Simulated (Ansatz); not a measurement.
A run of Ansatz (development build ahead of 0.2.0) on singlet C₃H₆ at this shape:

| atom | x (Å) | y (Å) | z (Å) |
| --- | --- | --- | --- |
| C | 0.7964 | 0.0000 | 0.0000 |
| C | -0.3982 | 0.6897 | 0.0000 |
| C | -0.3982 | -0.6897 | 0.0000 |
| H | 1.3452 | 0.0000 | 0.8431 |
| H | 1.3452 | 0.0000 | -0.8431 |
| H | -0.6726 | 1.1650 | -0.8431 |
| H | -0.6726 | 1.1650 | 0.8431 |
| H | -0.6726 | -1.1650 | 0.8431 |
| H | -0.6726 | -1.1650 | -0.8431 |

Its results:

* Converged: yes
* Total energy: -117.05284 hartree
* Spin squared of the determinant: 0.000

**Question.** Which input gives this output? Name the method, the orbitals and the basis set, and write the input.

**Answer.** RHF in cc-pVTZ. An unrestricted run that stays on the closed shell gives the same numbers.

```yaml
crystal:
  periodic: [false, false, false]
  atoms:
    - { symbol: C, position_ang: [0.79644, 0.0, 0.0] }
    - { symbol: C, position_ang: [-0.39822, 0.68973, 0.0] }
    - { symbol: C, position_ang: [-0.39822, -0.68973, 0.0] }
    - { symbol: H, position_ang: [1.34522, 0.0, 0.84315] }
    - { symbol: H, position_ang: [1.34522, 0.0, -0.84315] }
    - { symbol: H, position_ang: [-0.67261, 1.16499, -0.84315] }
    - { symbol: H, position_ang: [-0.67261, 1.16499, 0.84315] }
    - { symbol: H, position_ang: [-0.67261, -1.16499, 0.84315] }
    - { symbol: H, position_ang: [-0.67261, -1.16499, -0.84315] }
basis:
  gaussian: { orbitals: cc-pVTZ }
hamiltonian:
  xc: hf
```

Caution: no unrestricted run beside it, a lower state can exist.
